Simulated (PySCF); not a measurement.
How well do the runs reproduce experiment for cyclopropene?

**The experiment to reproduce.**

From NIST CCCBDB Release 22 (SRD 101), experimental dipoles, for the gas: dipole moment (microwave Stark effect) 0.454 ± 0.01 D.

The runs below try to reproduce these values; the comparison stands at the end.

Cyclopropene, C3H4.
Numbering: `[CH:1]1=[CH:2][CH2:3]1` (hydrogens: H4 on C1; H5 on C2; H6, H7 on C3)

Cartesian coordinates in Å at the PBE0-D3(BJ)/def2-TZVP level; atoms count from 1:
```xyz
7
C3H4 angstrom
C     -0.5241    0.6656   -0.0963
C     -0.5607   -0.6177   -0.0043
C      0.8099   -0.0126   -0.0196
H     -1.0384    1.6083   -0.1700
H     -1.1270   -1.5315    0.0454
H      1.3876    0.0364    0.9040
H      1.4253   -0.0935   -0.9162
```

The PySCF runs (gas phase, on this PBE0-D3(BJ)/def2-TZVP geometry; no spin–orbit coupling):

```csv
level,job,basis functions,wall time
"PBE0-D3(BJ)/def2-TZVP, grid level 2",geometry optimisation from a GFN2-xTB start shaken at random,117,13 s
B97-2/pcSseg-2,"shieldings, ring-centre shieldings",164,5.7 s
KT3/pcSseg-2,"shieldings, ring-centre shieldings",164,9.7 s
PBE0/pcSseg-2,"shieldings, ring-centre shieldings, charges and field gradients",164,6.8 s
wB97X-D/pcSseg-2,"shieldings, ring-centre shieldings",164,7.2 s
CAM-B3LYP/aug-cc-pVTZ,"10 singlets by full TDDFT, 4 Tamm–Dancoff triplets, polarisability",230,12 s
PBE0/aug-cc-pVTZ,"10 singlets by full TDDFT, 4 Tamm–Dancoff triplets, polarisability, dynamic polarisability",230,12 s
wB97X-D/aug-cc-pVTZ,"10 singlets by full TDDFT, 4 Tamm–Dancoff triplets, polarisability, ΔSCF ions",230,21 s
```

Hardware: one thread, Arm Neoverse V1 (aarch64), no GPU, on a shared host.

Results beside the measurements:

**Dipole moment.** Measured: 0.454 D (NIST CCCBDB Release 22 (SRD 101), experimental dipoles).

```tsv
level	computed (D)	computed − measured (D)	% (from the printed values)
PBE0-D3(BJ)/def2-TZVP	0.491	+0.037	+8
B97-2/pcSseg-2	0.479	+0.025	+6
KT3/pcSseg-2	0.469	+0.015	+3
PBE0/pcSseg-2	0.480	+0.026	+6
wB97X-D/pcSseg-2	0.486	+0.032	+7
CAM-B3LYP/aug-cc-pVTZ	0.484	+0.030	+7
PBE0/aug-cc-pVTZ	0.485	+0.031	+7
wB97X-D/aug-cc-pVTZ	0.494	+0.040	+9
```

All 8 levels lie above the measurement. The computed dipoles belong to one fixed geometry; measured ones are averaged over vibrations unless marked μe. Magnitudes are compared, not signs.

No measured geometry was used, and the causes of the misses weren't examined.
